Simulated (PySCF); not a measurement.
Species: trimethylphosphine, C3H9P.
SMILES with atom numbers: `[CH3:1][P:2]([CH3:3])[CH3:4]` (hydrogens: H5, H6, H7 on C1; H8, H9, H10 on C3; H11, H12, H13 on C4)

Method used: core-valence-separated Tamm–Dancoff BHandHLYP/aug-pcX-1 (pcseg-1 on H, def2-SVPD on P) in PySCF, non-relativistic, gas phase, PBE0-D3(BJ)/def2-SVP geometry.

Computed carbon K-edge spectrum, Gaussian lines of 0.3 eV full width, highest printed point 100; it ends one width below the last computed root. No empirical shift is added; at this level the pattern usually sits a few eV under experiment.

| photon energy (eV) | absorption |
| --- | --- |
| 285.1 | 0 |
| 285.2 | 1 |
| 285.3 | 3 |
| 285.4 | 7 |
| 285.5 | 10 |
| 285.6 | 7 |
| 285.7 | 5 |
| 285.8 | 13 |
| 285.9 | 42 |
| 286.0 | 83 |
| 286.1 | 100 |
| 286.2 | 83 |
| 286.3 | 50 |
| 286.4 | 21 |
| 286.5 | 6 |
| 286.6 | 1 |
| 286.7 | 1 |
| 286.8 | 3 |

Q: Where are the maxima, and which lines make them up?

A: 2 maxima:
- 285.5 eV: C1/C3/C4 (sp3 carbon bound to phosphorus), 285.50 eV, f = 0.021, sum of 3, 100 % of the height at the exact maximum
- 286.1 eV: C1/C3/C4 (sp3 carbon bound to phosphorus), 286.03 eV, f = 0.106, sum of 3, 42 % of the height at the exact maximum; C1/C3/C4 (sp3 carbon bound to phosphorus), 286.09 eV, f = 0.085, sum of 3, 39 % of the height at the exact maximum; C1/C3/C4 (sp3 carbon bound to phosphorus), 286.25 eV, f = 0.085, sum of 3, 19 % of the height at the exact maximum

Roots within 0.03 eV on the same or equivalent atoms count as one line; shares under 12 % aren't listed.

Vibrational structure and lifetime widths aren't in the curve. The ionisation threshold wasn't computed; near and above it a finite basis only mimics Rydberg series and continuum.
